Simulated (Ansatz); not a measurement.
C4H5F can be A, `FC1=CCC1`, or B, `C=C=C(C)F`.

Isolated molecules relaxed with PBE0-D4/def2-TZVP in Ansatz; ΔE leaves out vibrations. CCSD(T)/CBS adds triple-zeta CCSD(T) − MP2 to the extrapolated MP2 energy (def2 sets, frozen cores). DFT in def2-TZVPP. B3LYP here is the variant with VWN-RPA as its local correlation; programs differ in this.

A:

Z-matrix (Å, degrees):
```
C
C 1 1.562
C 1 1.515 2 87.5
H 1 1.093 2 113.9 3 116.8
H 1 1.092 2 113.9 3 -116.9
C 2 1.490 1 83.6 3 -0.0
H 2 1.092 1 115.1 3 -115.7
H 2 1.092 1 115.0 3 115.6
H 3 1.080 1 133.6 2 -180.0
F 6 1.323 2 128.7 1 -180.0
```

B:

```xyz
10

C    -0.018    0.903    1.914
C    -0.126    0.120    0.883
C    -0.220   -0.638   -0.172
C     0.185   -0.306   -1.558
F    -0.737   -1.883   -0.058
H    -0.819    1.580    2.201
H     0.875    0.907    2.534
H     0.941   -1.014   -1.911
H     0.595    0.702   -1.604
H    -0.676   -0.372   -2.229
```

Q: Which is lower in electronic energy at CCSD(T)/CBS, and by how much? (An estimate is asked.)

A: The calculation gave: A, by 27.6 kJ/mol.

Q: Give E(B) − E(A) in kJ/mol with CCSD/def2-TZVPP, B3LYP, LDA (SPW92), B2PLYP, PBE0-D4, r2SCAN-D4, HF/def2-TZVPP. (Estimate.)

A: Computed: CCSD/def2-TZVPP 27.7, B3LYP 5.0, LDA (SPW92) 41.2, B2PLYP 16.2, PBE0-D4 36.1, r2SCAN-D4 19.3, HF/def2-TZVPP 15.7. None reverses the order clearly.

Q: Does the order hold for the free energy at 298.15 K (harmonic terms from PBE0-D4)? (Best estimate.)

A: Ansatz gave: Yes: G(B) − G(A) = +16.6 kJ/mol.

Largest T1 diagnostic: 0.012.

From PBE to PBE0 (25 % exact exchange), in def2-TZVPP and without D4, E(B) − E(A) moves by +12.3 kJ/mol. Leaving LDA and LC-ωPBE aside and taking each functional with its dispersion term where it has one, the values, not all of them listed here, spread over 49.0 kJ/mol, from BLYP-D4 to PBE-QIDH. LDA lies +18.4 kJ/mol from PBE without D4.
